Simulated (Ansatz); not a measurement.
How far each method lies from RCCSDT(Q) for HAl–N–C⁺, triplet

Geometry: that of the HAl–N–C, quartet, kept fixed.

```yaml
atoms:
  - { symbol: Al, position_ang: [0.0000, -0.1118, 1.1214] }
  - { symbol: N, position_ang: [0.0000, 0.0980, -0.6847] }
  - { symbol: C, position_ang: [0.0000, 0.0277, -1.8769] }
  - { symbol: H, position_ang: [0.0000, 1.3013, 1.8603] }
```

Basis cc-pVTZ; Ansatz 0.2.0. Correlated methods freeze the noble-gas cores, which leaves 12 electrons in 101 orbitals. Prefix R: restricted or restricted open-shell reference; prefix U: unrestricted.

Full CI isn't at hand for all of this; RCCSDT(Q) serves as the reference, and is uncertain by about the last step of the cluster series. The frozen core follows each run's orbitals, which can shift R against U totals by a few meV.

Unrestricted rows (U) aren't spin-pure: their determinants' ⟨S²⟩ exceeds S(S+1) by up to 0.45, so they mix in states of higher spin.

The UHF ⟨S²⟩ is 2.452 and the T1 diagnostic (RCCSD) is 0.0424. The largest doubles amplitude (RCCSD) is 0.080. The T1 diagnostic (UCCSD) is 0.0656.

```json
{"level": "UHF", "E − E(RHF) (eV)": "-0.6163"}
{"level": "RMP2", "E − E(RHF) (eV)": "-9.7688"}
{"level": "UMP2", "E − E(RHF) (eV)": "-9.0097"}
{"level": "RCCSD", "E − E(RHF) (eV)": "-10.1865"}
{"level": "UCCSD", "E − E(RHF) (eV)": "-10.1973"}
{"level": "RCCSD(T)", "E − E(RHF) (eV)": "-10.7491"}
{"level": "UCCSD(T)", "E − E(RHF) (eV)": "-10.7005"}
```

Question: Estimate how far RCCSDT(Q) in cc-pVTZ lies from RCCSD(T). The table doesn't fix it; the size of (T) and the diagnostics are the guide.

Answer: RCCSDT(Q) in cc-pVTZ lies 2.65 mEh below RCCSD(T), which is 13 % of the (T) step (-20.68 mEh). T1 is raised, but (T) still catches most of what CCSD lacks. The miss exceeds 1 kcal/mol.

The other levels:

```tsv
level	E − E(RCCSDT(Q)) (mEh)	share of correlation (%)	wall time
BCCD(T)	2.75	99.31	21 s (H100)
RCCSDT	1.61	99.60	–
UCCSDT	1.59	99.60	–
UCCSDT(Q)	-0.55	100.14	60 s (H100)
```

The correlation energy at RCCSDT(Q), counted from RHF, is -10.821 eV. That run took 89 s on 2 threads of AMD EPYC 7R13 with a shared H100 80 GB, shared host.

Times hold each run's SCF and search for its determinant on a shared host, so for small cases they say little of a method's own cost.
